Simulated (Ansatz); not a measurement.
Rock-salt NaF, treated with G0W0@HSE06 (Ansatz, a quantum-chemistry and plane-wave program, plane waves, hard PAW, contour deformation).

The cell has the measured lattice parameters. Conventional cell: a = 4.6329 Å, b = 4.6329 Å, c = 4.6329 Å, α = 90.00°, β = 90.00°, γ = 90.00°.

The quasiparticle gap at Γ at a fixed k mesh 2×2×2:

```
response cutoff           value (eV)
------------------------  ----------
250 eV, 410 empty bands       11.723
300 eV, 539 empty bands       11.808
400 eV, 830 empty bands       11.912
500 eV, 1159 empty bands      11.965
```

Task: Taking the value to converge with the response cutoff E as E^(−3/2), extrapolate from the last two rows.

Result: With y = y∞ + c/w and weights w = 8000 and 11180 for the last two rows, y∞ = (w2 y2 − w1 y1)/(w2 − w1) = (11180 × 11.965 − 8000 × 11.912)/3180 = 12.098 eV, which lies 0.133 beyond the last row. Successive pairs of rows give 12.078, 12.105, 12.098. The limit also hangs on the law assumed, so its last digits aren't firm.

The other settings are not extrapolated, so this is the limit in one setting alone.

Note: GW on a hybrid start was not checked against another program.
